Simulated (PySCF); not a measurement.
Species: C5H7F.
Atom-mapped SMILES: `[CH2:1]=[C:2]([CH3:3])/[CH:4]=[CH:5]\[F:6]` (hydrogens: H7, H8 on C1; H9, H10, H11 on C3; H12 on C4; H13 on C5)

A GFN2-xTB structure was refined with PBE0-D3(BJ)/def2-SVP geometry optimisation, gas phase (PySCF). Its GFN2-xTB values:

| coordinate | GFN2-xTB |
| --- | --- |
| C1=C2 | 1.307 Å |
| C1–H7 | 1.086 Å |
| C1–H8 | 1.087 Å |
| C2–C3 | 1.506 Å |
| C2–C4 | 1.493 Å |
| C3–H9 | 1.095 Å |
| C4=C5 | 1.316 Å |
| C4–H12 | 1.074 Å |
| C5–F6 | 1.330 Å |
| C5–H13 | 1.055 Å |
| C1–C2–C3 | 122.1° |
| C1–C2–C4 | 118.4° |
| C2–C4–C5 | 126.9° |
| C3–C2–C4 | 119.4° |
| C4–C5–F6 | 126.1° |

How do these coordinates change at the PBE0-D3(BJ)/def2-SVP level?

```
coordinate  PBE0-D3(BJ)/def2-SVP (Å or °)  change
    C5–H13                          1.093  +0.038
     C1=C2                          1.345  +0.038
     C2–C4                          1.463  -0.030
     C4=C5                          1.337  +0.021
    C4–H12                          1.094  +0.020
     C1–H7                          1.093  +0.007
     C1–H8                          1.093  +0.006
     C3–H9                          1.101  +0.006
     C2–C3                          1.502  -0.004
     C5–F6                          1.332  +0.002
  C2–C4–C5                          129.0    +2.1
  C4–C5–F6                          124.3    -1.8
  C1–C2–C3                          121.4    -0.7
  C1–C2–C4                          119.0    +0.6
  C3–C2–C4                          119.6    +0.2
```

The energy falls by 0.158 eV over 7 energy and gradient evaluations, the largest force component goes from 0.0456 to 2.9e-04 Eh/bohr, and the atoms move by 0.033 Å rms after alignment. Among the bonds, C1=C2 and C5–H13 change most and about equally (+0.038 Å). Bonds longer at the end by more than 0.005 Å: 9 of 12; shorter: 1. Rotational constants go from 7091, 2545, 1895 to 7089, 2498, 1868 MHz.

The run used 119 basis functions and 46 SCF cycles in all. Hardware: one thread of an Arm Neoverse V1, shared host with 32 logical CPUs at a one-minute load of 17. Cost: 32 s, 0.52 GiB resident at most.

Not checked by PBE0-D3(BJ)/def2-SVP frequencies. The numbers are those of one conformer.

Conformer computed: `[CH2:1]=[C:2]([CH3:3])/[CH:4]=[CH:5]\[F:6]`: C1–C2–C4–C5 180°.
